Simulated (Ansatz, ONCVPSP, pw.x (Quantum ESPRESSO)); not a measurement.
What a changed setting does to a pw.x run (bcc Ta)

Potential: optimised norm-conserving Vanderbilt (ONCV), ONCVPSP 4.0.1.1 (patched build), PBE; core [Kr] 4d10 4f14, reference 5s2 5p6 5d3 6s1.75 6p0.25; waves: 5s+6s: rc 1.75 bohr, ncon 4, nbas 7, qcut 5.5 1/bohr, 2 projectors; 5p+6p: rc 1.90 bohr, ncon 4, nbas 7, qcut 8.8 1/bohr, 2 projectors; 5d: rc 1.85 bohr, ncon 4, nbas 8, qcut 5.7 1/bohr, 2 projectors, debl 0.6 Ha; local part: polynomial inside 1.20 bohr (lpopt 5, dvloc0 6 Ha); core correction: Teter function fitted to the true core (icmod 2), fcfact 0.94.

The reference run (k-mesh 14³, cutoffs 80/320 Ry, Fermi–Dirac 0.01 Ry, mixing_beta 0.4, conv_thr 1e-9, no spin) gives -0.65 GPa at 18.192 Å³/atom, where all-electron LAPW gives 1.22 GPa. This run, with its own iteration cap, changes nosym to true.

```
&control
  calculation='scf', prefix='x', pseudo_dir='./', outdir='./tmp', tstress=.true., disk_io='none'
/
&system
  ibrav=0, nat=1, ntyp=1, ecutwfc=80, ecutrho=320, nbnd=14,
  occupations='smearing', smearing='fd', degauss=0.01, nosym=.true.
/
&electrons
  conv_thr=1e-09, mixing_beta=0.4, electron_maxstep=50
/
ATOMIC_SPECIES
Ta 1.0 Ta.UPF
CELL_PARAMETERS angstrom
  -1.65681297 1.65681297 1.65681297
  1.65681297 -1.65681297 1.65681297
  1.65681297 1.65681297 -1.65681297
ATOMIC_POSITIONS crystal
Ta 0.0000 0.0000 0.0000
K_POINTS automatic
14 14 14 0 0 0
```

```bash
pw.x < Ta.scf.in > Ta.scf.out
```

How does the run end?

It converges in 7 iterations; the free energy moves by +0.0 meV/atom and the pressure by +0.00 GPa. The result is that of the reference run.

```
lattice parameter (alat)  =       5.4229  a.u.
     unit-cell volume          =     122.7657 (a.u.)^3
     number of electrons       =        13.00
     number of Kohn-Sham states=           14
     kinetic-energy cutoff     =      80.0000  Ry
     charge density cutoff     =     320.0000  Ry
     scf convergence threshold =      1.0E-09
     Exchange-correlation= PBE
     number of k points=  1376  Fermi-Dirac smearing, width (Ry)=  0.0100
     iteration #  1     ecut=    80.00 Ry     beta= 0.40
     total energy              =    -149.46538570 Ry
     estimated scf accuracy    <       0.03227218 Ry
     iteration #  2     ecut=    80.00 Ry     beta= 0.40
     total energy              =    -149.46560232 Ry
     estimated scf accuracy    <       0.00498983 Ry
     iteration #  3     ecut=    80.00 Ry     beta= 0.40
     total energy              =    -149.46632526 Ry
     estimated scf accuracy    <       0.00023689 Ry
     iteration #  4     ecut=    80.00 Ry     beta= 0.40
     total energy              =    -149.46633715 Ry
     estimated scf accuracy    <       0.00000493 Ry
     iteration #  5     ecut=    80.00 Ry     beta= 0.40
     total energy              =    -149.46633780 Ry
     estimated scf accuracy    <       0.00000040 Ry
     iteration #  6     ecut=    80.00 Ry     beta= 0.40
     total energy              =    -149.46633786 Ry
     estimated scf accuracy    <          4.4E-09 Ry
     iteration #  7     ecut=    80.00 Ry     beta= 0.40
     the Fermi energy is    18.1994 ev
!    total energy              =    -149.46633787 Ry
     estimated scf accuracy    <          1.7E-10 Ry
     smearing contrib. (-TS)   =      -0.00561700 Ry
     The total energy is F=E-TS. E is the sum of the following terms:
     one-electron contribution =     -16.78774376 Ry
     hartree contribution      =      14.98121648 Ry
     xc contribution           =     -49.43547318 Ry
     ewald contribution        =     -98.21872040 Ry
     convergence has been achieved in   7 iterations
          total   stress  (Ry/bohr**3)                   (kbar)     P=       -6.54
     Message from routine punch:
     Nothing written, as per user request (disk_io='none')
```

The run took about 2.4 min on one core of a shared host (Intel(R) Xeon(R) 6975P-C, 192 threads, 1512 GiB, load 102).
